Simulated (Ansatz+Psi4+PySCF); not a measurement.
Two shapes of doublet CHO₂.

Shape 1:

```xyz
4

O     0.1184   -0.9405    0.6127
C     0.0650   -0.0647   -0.4139
O    -0.1923    1.1156   -0.3109
H    -0.0890   -0.4246    1.4200
```

Shape 2:

```xyz
4

O    -1.0395   -0.4194    0.0104
C    -0.0119    0.4092   -0.0063
O     1.1885    0.1076   -0.0044
H    -0.6584   -1.3231   -0.0133
```

Basis set: cc-pVTZ (spherical functions). Frozen core: 3 orbitals. Correlation on ROHF uses semicanonical orbitals with singles. Charge 0, multiplicity 2.

Computed with Ansatz (development build ahead of 0.2.0) and Psi4 1.11; each method stands on the lowest determinant of its kind that the runs found.

Which shape is lower in energy, and by how much in each method?

```tsv
method	E(2) − E(1) (eV)
ROHF	0.077
UHF	0.078
ROHF-MP2	0.049
UHF-MP2	0.046
```

Shape 1 is lower.
